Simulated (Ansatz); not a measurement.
Reaction: C3H4 (propa-1,2-diene, SMILES C=C=C) → C3H3 (SMILES [CH]=C=C, doublet) + H (doublet) (the C-H bond breaks)
Each species at its own B3LYP-D3(BJ)/def2-TZVP minimum (Ansatz, a program for electronic structure).

Total energies in hartree (Ansatz). UHF or UKS for unpaired electrons; spin-orbit terms are left out. Correlated methods leave the cores frozen. No relativity. Where a partner has so few electrons that a lower coupled-cluster level is exact, that level stands in. The UHF reference of C3H3 ([CH]=C=C, doublet) is spin-contaminated (<S^2> up to 0.21 over the pure value in the sets run).

```csv
species,HF/cc-pVTZ,CCSD(T)/cc-pVTZ,HF/cc-pVQZ,CCSD(T)/cc-pVQZ,CCSD(T)/cc-pVDZ,CCSDT(Q)/cc-pVDZ
"1: C3H4 (propa-1,2-diene, SMILES C(=C)=C)",-115.90585,-116.43320,-115.91336,-116.46652,-116.31406,-116.31602
"2: C3H3 (SMILES [CH]=C=C, doublet)",-115.29335,-115.77806,-115.30065,-115.81044,-115.66330,-115.66591
3: H (doublet),-0.49981,-0.49981,-0.49995,-0.49995,-0.49928,-0.49928
```

Work out the bond dissociation energy (electronic) in kcal/mol: take Hartree-Fock from cc-pVQZ, extrapolate the CCSD(T) correlation energy as X^-3 (X = 3, 4), and add CCSDT(Q) - CCSD(T) in cc-pVDZ. 1 hartree = 627.51 kcal/mol.


Species 1: correlation (64·(-0.55316) - 27·(-0.52735))/37 = -0.57199; step -0.00196; E1 = -115.91336 + (-0.57199) + (-0.00196) = -116.48731
Species 2: correlation (64·(-0.50979) - 27·(-0.48471))/37 = -0.52809; step -0.00261; E2 = -115.30065 + (-0.52809) + (-0.00261) = -115.83135
Species 3: correlation (64·(0.00000) - 27·(0.00000))/37 = 0.00000; step +0.00000; E3 = -0.49995 + (0.00000) + (+0.00000) = -0.49995
-1·E1 +1·E2 +1·E3 = 0.15601 hartree = 97.9 kcal/mol.
